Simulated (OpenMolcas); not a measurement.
# NH2 (SMILES [NH2]): a chain of runs

Aim: a single-point energy (ROHF/pcseg-0), then a single-point energy (CASSCF(3,3)/pcseg-0), then the energy (CASPT2(3,3)/pcseg-0), then a single-point energy (SC-NEVPT2(3,3)/pcseg-0), then a single-point energy (MRCI(3,3)/pcseg-0) of NH2. 

Program for the calculation: OpenMolcas 26.06.

**1. The system as given**

NH2: 3 atoms, total charge 0, spin state doublet. SMILES: `[NH2]`. The N1–H2 distance was set to 2.535 Å, away from the relaxed value. At this shape a bond of the SMILES string is far longer than usual.

Bond lengths: N1–H3 1.014 Å.

**2. A single-point energy at ROHF/pcseg-0 (run 1)**

Input file step1.inp:

```
* H2N Hartree-Fock
&GATEWAY
BasLib=$CurrDir
Coord
3
angstrom
N        0.534574      -1.685873       0.116416
H        0.155580       0.820260       0.174790
H       -0.235366      -2.141703      -0.361244
Basis=pcseg-0
Group=NoSym
&SEWARD
&SCF
UHF
Spin=2
Scramble=0.25
PrOrbitals=1 1
&RASSCF
FileOrb=$Project.UnaOrb
Spin=2
Nactel=1 0 0
Inactive=4
Ras2=1
OutOrbitals=Canonical
OrbListing=Nothing
```

The basis set pcseg-0 is read from a file made from the Basis Set Exchange's data (not shown).

Run with:

```
$ export MOLCAS_MEM=1860
$ pymolcas step1.inp > step1.log
```

Standard output, shortened:

```text
--- Start Module: gateway ---
[...]
--- Stop Module: gateway /rc=_RC_ALL_IS_WELL_ ---
[...]
      Basis functions           13
[...]
--- Start Module: scf ---
[...]
       Convergence after  31 Iterations
[...]
::    Total SCF energy                                -55.1441710886
[...]
      Total spin, S                                     0.5051964439
[...]
--- Stop Module: scf /rc=_RC_ALL_IS_WELL_ ---
--- Start Module: rasscf ---
[...]
      Number of active orbitals                  1
[...]
      Spin quantum number                      0.5
[...]
      Active orbitals                            1
[...]
      Number of CSFs                             1
[...]
      Number of root(s) required                 1
[...]
      Convergence after  9 iterations
[...]
      printout of CI-coefficients larger than  0.05 for root  1
      energy=     -55.143341
      conf/sym  1     Coeff  Weight
             1  u   1.00000 1.00000
      Natural orbitals and occupation numbers for root  1
      sym 1:   1.000000
      ************************************************************************************************************************
      *                                                    Final results                                                     *
[...]
::    RASSCF root number  1 Total energy:    -55.14334093
[...]
      Total electronic charge=    9.000000
      Total            charge=   -0.000000
[...]
      Dipole Moment (debye):
      Origin of the operator (angstrom)=    0.4623   -1.5569    0.0900
                   X= -1.5151E+00               Y= -1.3718E+00               Z= -9.9101E-01           Total=  2.2715E+00
      Quadrupole Moment (debye*angstrom):
[...]
--- Stop Module: rasscf /rc=_RC_ALL_IS_WELL_ ---
[...]
```

It took 1.5 s on 1 thread of Intel Xeon 6975P-C (Granite Rapids), shared host; peak memory 0.37 GiB.

**3. The energy at CASSCF(3,3)/pcseg-0 (run 2)**

Input file step2.inp:

```
&GATEWAY
 BasLib=$CurrDir
 Coord
 3
 angstrom
 N        0.534574      -1.685873       0.116416
 H        0.155580       0.820260       0.174790
 H       -0.235366      -2.141703      -0.361244
 Basis=pcseg-0
 Group=NoSym

&SEWARD

&RASSCF
 FileOrb=$CurrDir/step1.RasOrb
 Spin=2
 Nactel=3 0 0
 Inactive=3
 Ras2=3
 OrbListing=Nothing
 OrbAppear=Compact
```

The basis set pcseg-0 is read from a file made from the Basis Set Exchange's data (not shown).

Run with:

```
$ export MOLCAS_MEM=1860
$ pymolcas step2.inp > step2.log
```

Standard output, shortened:

```text
--- Start Module: gateway ---
[...]
--- Stop Module: gateway /rc=_RC_ALL_IS_WELL_ ---
--- Start Module: seward ---
[...]
      Basis functions           13
--- Stop Module: seward /rc=_RC_ALL_IS_WELL_ ---
--- Start Module: rasscf ---
[...]
      Number of active orbitals                  3
[...]
      Spin quantum number                      0.5
[...]
      Active orbitals                            3
[...]
      Number of CSFs                             8
[...]
      Number of root(s) required                 1
[...]
      Convergence after 12 iterations
[...]
      printout of CI-coefficients larger than  0.05 for root  1
      energy=     -55.300291
      conf/sym  111     Coeff  Weight
             1  2u0  -0.72464 0.52511
             4  udu  -0.38448 0.14783
             6  uud  -0.22198 0.04928
             8  0u2  -0.52706 0.27779
      Natural orbitals and occupation numbers for root  1
      sym 1:   1.247318   1.000000   0.752682
      ************************************************************************************************************************
      *                                                    Final results                                                     *
[...]
::    RASSCF root number  1 Total energy:    -55.30029133
[...]
      Total electronic charge=    9.000000
      Total            charge=   -0.000000
[...]
      Dipole Moment (debye):
      Origin of the operator (angstrom)=    0.4623   -1.5569    0.0900
                   X= -1.4657E+00               Y= -8.8144E-01               Z= -9.1078E-01           Total=  1.9377E+00
      Quadrupole Moment (debye*angstrom):
[...]
--- Stop Module: rasscf /rc=_RC_ALL_IS_WELL_ ---
[...]
```

Wall time 1.1 s (1 thread of Intel Xeon 6975P-C (Granite Rapids), shared host); peak memory 0.37 GiB.

**4. A single-point energy at CASPT2(3,3)/pcseg-0 (run 3)**

Input file step3.inp:

```
* H2N CASPT2
>>> EXPORT MOLCAS_PRINT=2

&GATEWAY
  BasLib=$CurrDir
  Coord
  3
  angstrom
  N        0.534574      -1.685873       0.116416
  H        0.155580       0.820260       0.174790
  H       -0.235366      -2.141703      -0.361244
  Basis=pcseg-0
  Group=NoSym

&SEWARD

&RASSCF
  FileOrb=$CurrDir/step2.RasOrb
  Spin=2
  Nactel=3 0 0
  Inactive=3
  Ras2=3
  OrbListing=Nothing
  OrbAppear=Compact

&CASPT2
  Imaginary=0.1
  Frozen=1
```

The basis set pcseg-0 is read from a file made from the Basis Set Exchange's data (not shown).

Run with:

```
$ export MOLCAS_MEM=1860
$ pymolcas step3.inp > step3.log
```

Standard output, shortened:

```text
--- Start Module: gateway ---
[...]
--- Stop Module: gateway /rc=_RC_ALL_IS_WELL_ ---
[...]
      Basis functions           13
[...]
--- Start Module: rasscf ---
[...]
      Number of active orbitals                  3
[...]
      Spin quantum number                      0.5
[...]
      Active orbitals                            3
[...]
      Number of CSFs                             8
[...]
      Number of root(s) required                 1
[...]
      Convergence after  4 iterations
[...]
      printout of CI-coefficients larger than  0.05 for root  1
      energy=     -55.300291
      conf/sym  111     Coeff  Weight
             1  2u0  -0.72464 0.52511
             4  udu  -0.38448 0.14783
             6  uud  -0.22198 0.04928
             8  0u2  -0.52706 0.27779
      Natural orbitals and occupation numbers for root  1
      sym 1:   1.247319   1.000000   0.752681
      ************************************************************************************************************************
      *                                                    Final results                                                     *
[...]
::    RASSCF root number  1 Total energy:    -55.30029133
[...]
      Total electronic charge=    9.000000
      Total            charge=   -0.000000
[...]
      Dipole Moment (debye):
      Origin of the operator (angstrom)=    0.4623   -1.5569    0.0900
                   X= -1.4657E+00               Y= -8.8143E-01               Z= -9.1079E-01           Total=  1.9377E+00
      Quadrupole Moment (debye*angstrom):
[...]
--- Stop Module: rasscf /rc=_RC_ALL_IS_WELL_ ---
--- Start Module: caspt2 ---
[...]
 ###    WARNING: User changed nr of frozen orbitals.                         ###
 ###############################################################################
[...]
      E2 (Variational):          -0.0619916720
      Total energy:             -55.3622830024
[...]
      Reference weight:           0.98002
[...]
::    CASPT2 Root  1     Total energy:    -55.36228300
[...]
--- Stop Module: caspt2 /rc=_RC_ALL_IS_WELL_ ---
[...]
```

It took 1 s on 1 thread of Intel Xeon 6975P-C (Granite Rapids), shared host; peak memory 0.37 GiB.

**5. A single-point energy at SC-NEVPT2(3,3)/pcseg-0 (run 4)**

Input file step4.inp:

```
>>> EXPORT MOLCAS_PRINT=2

&gateway
  baslib=$CurrDir
  coord
  3
  angstrom
  N        0.534574      -1.685873       0.116416
  H        0.155580       0.820260       0.174790
  H       -0.235366      -2.141703      -0.361244
  basis=pcseg-0
  group=NoSym

&seward

&rasscf
  fileorb=$CurrDir/step2.RasOrb
  spin=2
  nactel=3 0 0
  inactive=3
  ras2=3
  orblisting=Nothing
  orbappear=Compact

&caspt2
  sc-nevpt2
  frozen=1
```

The basis set pcseg-0 is read from a file made from the Basis Set Exchange's data (not shown).

Run with:

```
$ export MOLCAS_MEM=1860
$ pymolcas step4.inp > step4.log
```

Standard output, shortened:

```text
--- Start Module: gateway ---
[...]
--- Stop Module: gateway /rc=_RC_ALL_IS_WELL_ ---
[...]
      Basis functions           13
[...]
--- Start Module: rasscf ---
[...]
      Number of active orbitals                  3
[...]
      Spin quantum number                      0.5
[...]
      Active orbitals                            3
[...]
      Number of CSFs                             8
[...]
      Number of root(s) required                 1
[...]
      Convergence after  4 iterations
[...]
      printout of CI-coefficients larger than  0.05 for root  1
      energy=     -55.300291
      conf/sym  111     Coeff  Weight
             1  2u0  -0.72464 0.52511
             4  udu  -0.38448 0.14783
             6  uud  -0.22198 0.04928
             8  0u2  -0.52706 0.27779
      Natural orbitals and occupation numbers for root  1
      sym 1:   1.247319   1.000000   0.752681
      ************************************************************************************************************************
      *                                                    Final results                                                     *
[...]
::    RASSCF root number  1 Total energy:    -55.30029133
[...]
      Total electronic charge=    9.000000
      Total            charge=   -0.000000
[...]
      Dipole Moment (debye):
      Origin of the operator (angstrom)=    0.4623   -1.5569    0.0900
                   X= -1.4657E+00               Y= -8.8143E-01               Z= -9.1079E-01           Total=  1.9377E+00
      Quadrupole Moment (debye*angstrom):
[...]
--- Stop Module: rasscf /rc=_RC_ALL_IS_WELL_ ---
--- Start Module: caspt2 ---
[...]
 ###    WARNING: User changed nr of frozen orbitals.                         ###
 ###############################################################################
[...]
      E2 (Variational):          -0.0599414033
[...]
      E2 (Variational):          -0.0599017818
      Total energy:             -55.3601931123
[...]
      Reference weight:           0.98113
[...]
::    SC-NEVPT2 Root  1     Total energy:    -55.36019311
[...]
--- Stop Module: caspt2 /rc=_RC_ALL_IS_WELL_ ---
[...]
```

Run time: 1 s. Hardware: 1 thread of Intel Xeon 6975P-C (Granite Rapids), shared host; peak memory 0.37 GiB.

**6. The energy at MRCI(3,3)/pcseg-0 (run 5)**

Input file step5.input:

```
>>> EXPORT MOLCAS_PRINT=2
&GATEWAY
BASLIB=$CurrDir
COORD
3
angstrom
N        0.534574      -1.685873       0.116416
H        0.155580       0.820260       0.174790
H       -0.235366      -2.141703      -0.361244
BASIS=pcseg-0
GROUP=NoSym
&SEWARD
&RASSCF
FILEORB=$CurrDir/step2.RasOrb
SPIN=2
NACTEL=3 0 0
INACTIVE=3
RAS2=3
ORBLISTING=Nothing
ORBAPPEAR=Compact
&MOTRA
LUMORB
FROZEN=1
&GUGA
ELECTRONS=7
SPIN=2
INACTIVE=2
ACTIVE=3
CIALL=1
&MRCI
SDCI
```

The basis set pcseg-0 is read from a file made from the Basis Set Exchange's data (not shown).

Run with:

```
$ export MOLCAS_MEM=1860
$ pymolcas step5.input > step5.log
```

Standard output, shortened:

```text
--- Start Module: gateway ---
[...]
--- Stop Module: gateway /rc=_RC_ALL_IS_WELL_ ---
[...]
      Basis functions           13
[...]
      Number of active orbitals                  3
[...]
      Spin quantum number                      0.5
[...]
      Active orbitals                            3
[...]
      Number of CSFs                             8
[...]
      Number of root(s) required                 1
[...]
      Convergence after  4 iterations
[...]
      printout of CI-coefficients larger than  0.05 for root  1
      energy=     -55.300291
      conf/sym  111     Coeff  Weight
             1  2u0  -0.72464 0.52511
             4  udu  -0.38448 0.14783
             6  uud  -0.22198 0.04928
             8  0u2  -0.52706 0.27779
      Natural orbitals and occupation numbers for root  1
      sym 1:   1.247319   1.000000   0.752681
      ************************************************************************************************************************
      *                                                    Final results                                                     *
[...]
::    RASSCF root number  1 Total energy:    -55.30029133
[...]
      Dipole Moment (debye):
      Origin of the operator (angstrom)=    0.4623   -1.5569    0.0900
                   X= -1.4657E+00               Y= -8.8143E-01               Z= -9.1079E-01           Total=  1.9377E+00
      Quadrupole Moment (debye*angstrom):
[...]
      *** WARNING: Default frozen orbitals is overwritten by user input.
      *** Default values:   1
[...]
--- Start Module: guga ---
[...]
--- Stop Module: guga /rc=_RC_ALL_IS_WELL_ ---
--- Start Module: mrci ---
[...]
       (But an ACPF correction will be computed)
       USE THE DEFAULT ACPF G-VALUE GFAC=  0.28571428571428570
[...]
                      CI ENERGY:   -55.37207262
[...]
                ACPF CORRECTION:    -0.00152735
[...]
      Total electronic charge=    9.000000
      Total            charge=   -0.000000
[...]
     ACPF CORRECTION:     -0.00152735
[...]
  CI State   1     Total energy:    -55.37207262     QDav:     -0.00215664     QACPF:     -0.00152735
[...]
--- Stop Module: mrci /rc=_RC_ALL_IS_WELL_ ---
[...]
```

Run time: 1.1 s. Hardware: 1 thread of Intel Xeon 6975P-C (Granite Rapids), shared host; peak memory 0.37 GiB.

**7. Summary of results**

| quantity | value |
| --- | --- |
| run 1, ROHF/pcseg-0: total energy | -55.14334 Eh |
| run 1, ROHF/pcseg-0: dipole moment | 2.27 D |
| run 2, CASSCF(3,3)/pcseg-0: total energy | -55.30029 Eh |
| run 2, CASSCF(3,3)/pcseg-0: dipole moment (CASSCF density) | 1.94 D |
| run 3, CASPT2(3,3)/pcseg-0: total energy | -55.36228 Eh |
| run 3, CASPT2(3,3)/pcseg-0: dipole moment (CASSCF density) | 1.94 D |
| run 4, SC-NEVPT2(3,3)/pcseg-0: total energy | -55.36019 Eh |
| run 4, SC-NEVPT2(3,3)/pcseg-0: dipole moment (CASSCF density) | 1.94 D |
| run 5, MRCI(3,3)/pcseg-0: total energy | -55.37207 Eh |
| run 5, MRCI(3,3)/pcseg-0: dipole moment (CASSCF density) | 1.94 D |

The run (run 1, ROHF/pcseg-0) may have ended on a state above the lowest. Mulliken charges (run 1, ROHF/pcseg-0) run from -0.22 on N1 to +0.30 on H3. Mulliken charges (run 4, SC-NEVPT2(3,3)/pcseg-0) of the CASSCF density run from -0.26 on N1 to +0.27 on H3.
